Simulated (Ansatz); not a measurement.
# LiPH2 (triplet): wave-function methods side by side at distance P1–H3 = 3.070 Å, 6-31G

The task here is to estimate one member of a computed series from the others.

The runs use Ansatz 0.2.0, Gaussian basis; 6-31G, core rule «outside noble gas», up to 6 orbitals frozen.

The runs, in order: UHF; CCSD(T) on ROHF; CCSD(T) on UHF; BCCD(T) on ROHF; CISD; CCSDT(Q) on ROHF; CCSDT(Q) on UHF; CASSCF and MRCISD+Q, 4 electrons in 4 orbitals; CASSCF and NEVPT2, 4 electrons in 4 orbitals; Full CI.

50 further runs of the same task are left out: 33 for a known fault of the program, 10 that didn't finish, 7 set aside as unsound or not needed.

**The system**

The geometry derives from a PBE0/def2-TZVP stationary point (not a proven minimum). One bond is set to the value named and the two fragments are kept rigid.

4 atoms, charge 0, spin multiplicity 3.

Atoms are counted from 1 here; the program's logs count them from 0.

Bond lengths: P1–H4 1.420 Å.

Set-up of the first run:

Contents of in.yaml:

```yaml
crystal:
  periodic: [false, false, false]
  atoms:
    - {symbol: P, position_ang: [0.000000, 0.013505, 0.449926]}
    - {symbol: Li, position_ang: [0.000000, -0.014924, -2.616478]}
    - {symbol: H, position_ang: [0.000000, 1.037634, 3.344068]}
    - {symbol: H, position_ang: [0.000000, -1.349861, 0.847721]}
basis:
  gaussian: {orbitals: 6-31G}
magnetization: {spin_polarized: true, initial_magnetization: 2}
hamiltonian: {xc: hf}
output: {orbitals: {seedname: orbitals}}
```

Launch:

```
ansatz run in.yaml --threads 1 --pin off --events-out ev --progress --plain --max-ram 2393MiB
```

Among the steps run: UHF; CCSD(T) on ROHF; CCSD(T) on UHF; BCCD(T) on ROHF; CISD; CCSDT(Q) on ROHF; CCSDT(Q) on UHF; CASSCF and MRCISD+Q, 4 electrons in 4 orbitals; CASSCF and NEVPT2, 4 electrons in 4 orbitals; Full CI.

One of the session's tables, all rows but one given; the rest of the session is left out.

```
       method  from FCI (kcal/mol)
         ROHF               +43.72
          UHF               +40.70
         RMP2               +12.57
         UMP2               +14.61
         CISD                +3.23
        RCCSD                +1.32
        UCCSD                +1.31
     RCCSD(T)                +0.35
     UCCSD(T)                    ?
      BCCD(T)                +0.45
       RCCSDT                +0.05
       UCCSDT                +0.05
    RCCSDT(Q)                +0.01
    UCCSDT(Q)                -0.03
  CASSCF pair               +32.68
  MRCISD pair                +2.22
MRCISD+Q pair                -0.30
          FCI                    0
```

Estimate the missing values for UCCSD(T).

As computed: from FCI (kcal/mol): +0.53. In the column «from FCI (kcal/mol)» it lies between BCCD(T) (+0.45) and UCCSD (+1.31).

Not comparable, so not listed: CASSCF and NEVPT2, 4 electrons in 4 orbitals (they don't share determinant, frozen orbitals or solution with the rows shown, or repeat one).

Limits of these values: MRCISD+Q pair falls below full CI: the +Q correction isn't variational, and the cores differ from full CI's. Levels on UHF freeze UHF's core orbitals, full CI those of ROHF, so the U rows can settle a little off it for that reason alone. Restricted and unrestricted rows rest on different reference determinants; where their highest levels disagree by more than a few hundredths of an eV, they describe different states and don't form one ladder. Warnings in the runs' records: passed over end.
